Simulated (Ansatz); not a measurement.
A made-up structure of CH3BCl (charge -1), closed shell:

```xyz
6
angstrom
C -0.5223 0.0844 -0.7432
B 0.5504 -0.0996 0.4401
Cl 0.0045 0.0753 2.4648
H -1.7047 0.3329 -0.5702
H -0.1983 -0.0184 -1.9166
H 1.8705 -0.3746 0.3251
```

It is relaxed with PBE-D4/def2-SVPD and then PBE0-D4/def2-TZVPD (Ansatz 0.2.0). Atoms count as bonded within 1.22 times the sum of their covalent radii (H–H: 0.88 Å). The end point is not checked to be a true minimum.

(1) Does its bonding change? (Judge from chemistry; the calculation decides.)

Answers

(1) By the calculation: No: no bond forms or breaks.

Where it ends: The first stage lowers the energy by 1.11 eV in 6 steps. It ends as CH₃BCl ([CH2][BH][Cl]), total charge -1:
C1  (-0.466, 0.075, -0.664)
B2  (0.492, -0.089, 0.393)
Cl3  (0.003, 0.067, 2.200)
H4  (-1.522, 0.297, -0.509)
H5  (-0.178, -0.016, -1.712)
H6  (1.670, -0.334, 0.291)
(Å)

Labels in which every atom is bracketed show which atoms are joined, not bond orders.

For scale, one of the runs: PBE0-D4/def2-TZVPD relaxation, 147 basis functions, launched by `ansatz run in.yaml --threads 2 --pin off --events-out ev --progress --plain --max-ram 4352MiB`. The run took about 8.5 s on 2 CPU threads of an AMD EPYC 9R45 (shared host).
